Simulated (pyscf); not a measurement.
Elementary routes open to `[CH2]=[CH2]` + `[SiH4]` in the gas phase (singlet surface):
A. `[SiH2]` [singlet] + `[CH3][CH3]` (H–Si, H–Si broken; C–H, C–H formed)
B. `[CH3][CH2][SiH3]` (H–Si broken; C–H, C–Si formed)
C. `[CH2]=[CH][SiH3]` + `[H][H]` (H–Si, C–H broken; C–Si, H–H formed)

Single points on ωB97X-D3(BJ)/def2-SVP structures (PySCF, gas phase).

Rank the routes by free-energy barrier at 298 K, lowest first, for ωB97M-D3(BJ)/def2-TZVP energies (ideal gas, 1 atm, RRHO with modes under 100 cm⁻¹ raised to 100, one conformer, R ln 2 for chiral ones without a mode under 150 cm⁻¹).

B (60.1 kcal/mol), A (65.9 kcal/mol), C (81.5 kcal/mol)

Route B is the fastest of these, ahead of the next by 5.8 kcal/mol. The most stable products are those of B (ΔG = -20.1 kcal/mol), so kinetics and thermodynamics agree. At 1200 K B is still the fastest. A: On the product side the descent ends in a complex, 5.6 kcal/mol under the separated species and 43.2 kcal/mol under the saddle at ωB97X-D3(BJ)/def2-TZVP. B: On the product side the descent ends in a point that may be a rotor saddle (no frequency run), 2.5 kcal/mol over the lowest minimum found and 82.6 kcal/mol under the saddle at ωB97X-D3(BJ)/def2-TZVP. Only these routes are compared; each barrier is that of the saddle found, and lower ones may exist. A restricted solution here is unstable towards spin polarisation, so biradical character is likely and single-reference numbers are less safe.
